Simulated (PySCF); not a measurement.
Potential energy curve for OH, doublet.

- ROKS-CAM-B3LYP = restricted open-shell CAM-B3LYP/cc-pVDZ (PySCF)
- ROKS-TPSSh = restricted open-shell TPSSh/cc-pVDZ (PySCF)
- UCCSD = CCSD on UHF/cc-pVDZ, 1 core orbital frozen run with PySCF 2.14.0
- CASSCF(7,5)/cc-pVDZ (PySCF)

Energies are in kcal/mol, each relative to the lowest point of its own curve near equilibrium.

| R / Å | ROKS-CAM-B3LYP | ROKS-TPSSh | UCCSD | CASSCF(7,5) |
|---|---|---|---|---|
| 0.79 | 31.9 | 32.8 | 31.8 | 31.8 |
| 0.83 | 17.9 | 18.6 | 17.7 | 17.8 |
| 0.88 | 7.0 | 7.5 | 6.8 | 7.0 |
| 0.92 | 2.3 | 2.5 | 2.1 | 2.3 |
| 0.94 | 1.0 | 1.1 | 0.9 | 1.0 |
| 0.97 | 0.0 | 0.0 | 0.0 | 0.0 |
| 1.01 | 0.3 | 0.1 | 0.5 | 0.3 |
| 1.03 | 1.1 | 0.7 | 1.3 | 1.0 |
| 1.08 | 4.2 | 3.6 | 4.5 | 3.9 |
| 1.12 | 7.7 | 6.8 | 8.1 | 7.1 |
| 1.22 | 18.9 | 17.4 | 19.3 | 17.1 |
| 1.32 | 31.8 | 29.7 | 31.9 | 28.1 |
| 1.45 | 49.3 | 46.3 | 47.9 | 41.6 |
| 1.61 | 69.9 | 65.7 | 65.0 | 55.2 |
| 1.74 | 85.3 | 80.0 | 75.7 | 63.3 |
| 1.95 | 107.1 | 100.0 | 86.2 | 71.8 |
| 2.14 | 123.7 | 114.9 | 90.4 | — |
| 2.41 | 142.9 | 131.3 | 92.5 | — |
| 2.66 | 156.8 | 142.6 | 93.1 | — |
| 2.90 | 167.4 | 150.5 | 93.3 | — |
| 3.40 | 182.9 | 160.8 | 93.5 | — |
| 3.89 | 192.1 | 166.0 | 93.5 | — |

At the longest distance, 3.89 Å, ROKS-CAM-B3LYP lies highest above its minimum (192.1 kcal/mol) and UCCSD lowest (93.5 kcal/mol).

Dashes: no converged value, or the column stops at the first point that the program doubted or that broke a chosen test of continuity, which isn't proof of a fault.

At the longest distance ROKS-CAM-B3LYP leaves fractional charges on the fragments, a sign of delocalisation error or of the restricted form. The unrestricted determinant behind UCCSD is spin-contaminated at 1.32 to 3.89 Å (<S²> up to 1.8, against 0.75 for a pure doublet). The natural occupations jump between 1.95 and 2.14 Å in the active space behind CASSCF(7,5).
